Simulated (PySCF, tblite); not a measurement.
# BeH₂F−, a complex of two parts: NMR shifts, interaction energy, infrared bands, spin-spin couplings and core binding energies

The task here is to estimate one member of a computed series from the others.

Programs: tblite 0.8.0 and PySCF 2.14.0. All values are calculated, for the isolated system unless a continuum is named. Atoms count from 0, parts from 1.

## The system as given

4 atoms, charge -1, multiplicity 1; geometry: rigid parts in contact. Parts: 1 = atoms 0–2, `[BeH2]`, charge 0; 2 = atom 3, `[F-]`, charge -1.

The first run:

Job settings and geometry (Å):

```
{"job": {"kind": "dock", "xc": "GFN2-xTB", "basis": "xTB"}, "charge": -1, "multiplicity": 1, "parts": [{"atoms": "0-2", "charge": 0, "multiplicity": 1}, {"atoms": "3-3", "charge": -1, "multiplicity": 1}]}
Be    -0.000120    -0.000079     0.000043
H      1.166541     0.057201     0.522198
H     -1.166421    -0.057121    -0.522241
F      1.458033     0.017148    -1.888656
```

Method: GFN2-xTB search for minima from random contacts, gas phase.

Launch:

```bash
> OMP_NUM_THREADS=1 python cluster_run.py task.json out
```

This one command runs all jobs of the session in turn.

Steps of the session up to this table: Search for minima with GFN2-xTB; Optimising the geometry at PBE0-D3(BJ)/def2-TZVPD; NMR shieldings: PBE0/aug-pcSseg-2; Coupled-cluster interaction energy: CCSD(T) and MP2.

One of the session's tables, all rows but one given; the rest of the session is left out.

It belongs to the step «Coupled-cluster interaction energy: CCSD(T) and MP2». 

| method | interaction energy (kcal/mol) |
| --- | --- |
| HF/aug-cc-pVDZ | -97.83 |
| MP2/aug-cc-pVDZ | -92.10 |
| CCSD/aug-cc-pVDZ | -93.52 |
| CCSD(T)/aug-cc-pVDZ | -92.93 |
| HF/aug-cc-pVQZ | -102.99 |
| MP2/aug-cc-pVQZ | -98.42 |
| SCS-MP2/aug-cc-pVQZ | -97.98 |
| MP2, extrapolated | -98.74 |
| CCSD(T), limit estimate | ? |

**Question.** Estimate the row for CCSD(T), limit estimate.

The run gave: interaction energy (kcal/mol): -99.57. In the column «interaction energy (kcal/mol)» it lies between HF/aug-cc-pVQZ (-102.99) and MP2, extrapolated (-98.74).

Caveats from the session: The interaction energy leaves out the deformation of the parts, 20.26 kcal/mol at MP2. So large a deformation means that a part is far from its own minimum, so a sum across the two methods would be rough.
